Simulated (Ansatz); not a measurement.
`O[SiH2]O` → hydrogen peroxide + `[SiH2]` at 298.15 K and 1 bar (silylene formation by 1,1-elimination).

Gas-phase electronic energies from Ansatz, PBE0-D4/def2-TZVP geometries. CBS: MP2 limit from def2 TZ/QZ plus the TZ coupled-cluster correction, frozen cores. This one scheme is used for every species. One conformer a species, not always the lowest.

```json
{"species": "`O[SiH2]O`", "CCSD(T)/CBS energy (Eh)": "-441.92975", "H − E (kJ/mol)": "134.7", "S (J/(mol·K))": "276.7"}
{"species": "`OO`", "CCSD(T)/CBS energy (Eh)": "-151.44260", "H − E (kJ/mol)": "81.6", "S (J/(mol·K))": "226.7"}
{"species": "`[SiH2]`", "CCSD(T)/CBS energy (Eh)": "-290.19011", "H − E (kJ/mol)": "40.6", "S (J/(mol·K))": "207.5"}
```

H − E and S are ideal-gas, rigid-rotor, harmonic terms from PBE0-D4/def2-TZVP, for one conformer and one mirror image of each species. 1 Eh = 2625.50 kJ/mol, R = 8.31446 J/(mol·K).

**Question.** By hand: ΔE, ΔH, ΔS and ΔG.

**Answer.** ΔE = (-151.44260) + (-290.19011) − (-441.92975) = 0.29704 Eh = 779.9 kJ/mol. Δ(H − E) = 81.6 + 40.6 − 134.7 = -12.5, so ΔH = 767.4 kJ/mol. ΔS = 226.7 + 207.5 − 276.7 = 157.5 J/(mol·K). ΔG = 767.4 − 298.15 × (157.5)/1000 = 720.4 kJ/mol.

**Question.** By hand: the equilibrium constant, and the temperature at which ΔG would vanish if ΔH and ΔS stayed fixed.

**Answer.** log₁₀ K = −ΔG/(RT ln 10) = -126.2. ΔG = 0 at ΔH/ΔS = 4872 K, far beyond where these terms or the molecules hold.

The number of gas molecules changes by +1, which sets the sign of ΔS. A doubt of 5 kJ/mol in ΔE shifts log₁₀ K by 0.9 here. Other conformers and mirror images would add mixing entropy, several J/(mol·K) or more a flexible species. These are equilibria of isolated gas molecules and say nothing of rates. Largest T1 diagnostic: 0.014 (customary marks: 0.02 for closed shells, 0.045 for open ones).
